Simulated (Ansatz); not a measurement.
Input file:

```yaml
crystal:
  periodic: [false, false, false]
  atoms:
    - {symbol: Ge, position_ang: [0.000000, -0.037540, 0.321995]}
    - {symbol: O, position_ang: [0.000000, 0.086176, -1.528961]}
    - {symbol: H, position_ang: [0.000000, 1.337542, 1.064259]}
basis:
  gaussian: {orbitals: cc-pVDZ, point_charges: [{charge: 1.00, position_ang: [3.999, 0.251, -0.724]}]}
magnetization: {spin_polarized: false, initial_magnetization: 3}
correlation: {method: sc_nevpt2, electrons: outside_noble_gas, active_space: {window: {electrons: 5, orbitals: 4}}}
```

```sh
$ ansatz run in.yaml --threads 1 --pin off --events-out ev --progress --plain --max-ram 2393MiB
```

The program prints:

```
500 factors; integrals over basis functions are off by at most 1.2e-3 eV
mean field evaluation 1: about -58520.7690 eV, gradient 1.6e1 eV
mean field evaluation 2: about -58520.7844 eV, gradient 1.6e1 eV
mean field evaluation 4: about -58522.4903 eV, gradient 2.9e0 eV
mean field evaluation 8: about -58522.6444 eV, gradient 6.9e-1 eV
mean field evaluation 16: about -58522.6800 eV, gradient 1.8e-2 eV
mean field evaluation 32: about -58522.6799 eV, gradient 1.4e-1 eV
mean field evaluation 64: about -58521.6548 eV, gradient 1.4e1 eV
mean field -58522.68000952 eV, -2150.6688222526 hartree, gradient 2.8e-6 eV, S^2 3.750000; 6 other end points of the search recorded, 0 dependent functions left out
reference -58522.68000952 eV, -2150.6688222526 hartree; 22, 19 occupied and 24, 27 virtual orbitals, 500 factors
state -58522.68000952 eV, -2150.6688222526 hartree
state -58522.68000952 eV, -2150.6688222526 hartree; corrected -58528.21816029 eV, -2150.8723455395 hartree
WARN: 1 active orbitals are nearly empty or full. The corrections depend on them more than the energy does, and are more stable in an active space without them
Total energy: -58528.21816029 eV, -2150.8723455395 hartree
```

Natural occupations: 2.0000 1.0000 1.0000 1.0000.

Ran on 1 thread of Arm Neoverse V1, shared host: 4.9 s wall, 0.1 GiB peak host memory.
